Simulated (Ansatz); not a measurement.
**C₄H₅Cl: one species, many methods**

How much do the methods differ for C₄H₅Cl? The plan is to run it at one geometry with functionals of several rungs and with coupled cluster. The yardstick is the atomisation energy at the CCSD(T) limit.

The runs use Ansatz 0.2.0, Gaussian basis; functionals in def2-TZVPP, the program's frozen cores in correlated methods.

Plan: PBE-D4, r2SCAN-D4, PBE0-D4, B3LYP-D4, ωB97X-V, ωB97M-V, B2PLYP; CCSD(T)/def2-TZVPP; MP2/def2-QZVPP; extrapolation to the limit.

**1. Structure used throughout**

An earlier PBE0-D4 in a triple-zeta def2 set relaxation fixed the geometry.

SMILES `CC=C=CCl`, 10 atoms, charge 0, spin multiplicity 1.

Atoms are counted from 1 here; the program's logs count them from 0.

Bond lengths: C1–C2 1.495 Å, C1–H6 1.094 Å, C1–H7 1.089 Å, C1–H8 1.094 Å, C2–C3 1.301 Å, C2–H9 1.090 Å, C3–C4 1.297 Å, C4–Cl5 1.735 Å, C4–H10 1.083 Å. Angles: C2–C1–H6 110.5°, C2–C1–H7 111.4°, C2–C1–H8 110.4°, H6–C1–H7 108.7°, H6–C1–H8 107.1°, H7–C1–H8 108.7°, C1–C2–C3 125.0°, C1–C2–H9 117.1°, C3–C2–H9 117.9°, C2–C3–C4 179.4°, C3–C4–Cl5 123.0°, C3–C4–H10 123.6°, Cl5–C4–H10 113.4°.

**2. PBE-D4 (GGA)**

in.yaml reads:

```yaml
crystal:
  periodic: [false, false, false]
  atoms:
    - {symbol: C, position_ang: [-0.982622, 0.738769, -1.065243]}
    - {symbol: C, position_ang: [-0.342162, -0.487204, -0.497197]}
    - {symbol: C, position_ang: [0.544964, -0.492163, 0.454663]}
    - {symbol: C, position_ang: [1.438174, -0.491345, 1.395285]}
    - {symbol: Cl, position_ang: [1.034655, -0.583543, 3.080118]}
    - {symbol: H, position_ang: [-0.781411, 0.813593, -2.137788]}
    - {symbol: H, position_ang: [-0.616327, 1.641119, -0.576988]}
    - {symbol: H, position_ang: [-2.068739, 0.691215, -0.944853]}
    - {symbol: H, position_ang: [-0.646743, -1.446053, -0.915551]}
    - {symbol: H, position_ang: [2.503312, -0.435389, 1.210353]}
basis:
  gaussian: {orbitals: def2-TZVPP}
hamiltonian: {xc: pbe, dispersion: d4}
output: {forces: true, orbitals: {seedname: orbitals}}
```

Started as:

```bash
ansatz run in.yaml --threads 4 --pin off --events-out ev --progress --plain --max-ram 10444MiB
```

Further steps of the session: r2SCAN-D4 (meta-GGA); PBE0-D4 (hybrid); B3LYP-D4 (hybrid); ωB97X-V (range-separated); ωB97M-V (range-separated); B2PLYP (double hybrid); CCSD(T) in def2-TZVPP; MP2 in def2-QZVPP.

Before running them: what should the planned runs give, taken together? Wanted: atomisation energy, CCSD(T)/CBS; farthest; mean size of error, hybrid; mean size of error, range-separated; gap, smallest and largest; T1 diagnostic; triples share of the correlation energy.

The runs gave:

```
                               quantity                                 value
        atomisation energy, CCSD(T)/CBS                         4077.5 kJ/mol
 functionals within 20.4 kJ/mol (0.5 %)                               ωB97X-V
                               farthest                PBE-D4 (+158.6 kJ/mol)
             mean size of error, hybrid                           45.2 kJ/mol
    mean size of error, range-separated                           16.2 kJ/mol
              gap, smallest and largest  4.58 eV (PBE-D4), 11.33 eV (ωB97X-V)
                          T1 diagnostic                                0.0113
triples share of the correlation energy                                 4.6 %
```

**Reading.** PBE-D4 misses by +158.6 kJ/mol. Double hybrids carry the basis error of their MP2 part in triple zeta, and no dispersion term here, so their miss is partly the set-up's. The reference freezes the cores and leaves out relativity and excitations past (T), so misses under about 20.4 kJ/mol can't be ranked. Hartree-Fock recovers 73 % of the binding; the rest is correlation. Orbital gaps span 4.6 to 11.3 eV; exact exchange widens them.
